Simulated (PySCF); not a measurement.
# SiN: from constants to spectrum

ROHF-CCSD(T) constants of SiN, ²Σ⁺ (doublet), unpaired electrons σ ↑ (Si x2c-TZVPPall, N x2c-TZVPPall; spin-free X2C with a Gaussian nucleus (PySCF 2.14); masses 27.9769 and 14.0031 u):

```
ωe              : 1129.3 cm⁻¹
ωexe            : 6.32 cm⁻¹
Be              : 0.71917 cm⁻¹
αe              : 0.00544 cm⁻¹
D (centrifugal) : 1.17e-06 cm⁻¹
De to Si + N    : 4.28 eV
```

Problem. Give the vibrational terms G(v) and spacings up to v = 6.

Solution. G(v) = ωe(v+½) − ωexe(v+½)².

```csv
v,G(v) (cm⁻¹),G(v) − G(v−1),Bv (cm⁻¹)
0,563.1,,0.7165
1,1679.7,1116.7,0.7110
2,2783.8,1104.0,0.7056
3,3875.1,1091.4,0.7001
4,4953.9,1078.7,0.6947
5,6020.0,1066.1,0.6892
6,7073.4,1053.5,0.6838
```

Problem. How well does the Morse estimate ωe²/(4ωexe) reproduce De, and what is D0?

Solution. It gives 6.25 eV, 146 % of the computed De. D0 = De − G(0) = 4.28 − 0.07 = 4.21 eV.

Correlated steps freeze 6 core orbitals. The CCSD T1 diagnostic is raised, a sign that a single reference may not be enough here. The state was picked by a PBE0 search and need not be the measured ground state.
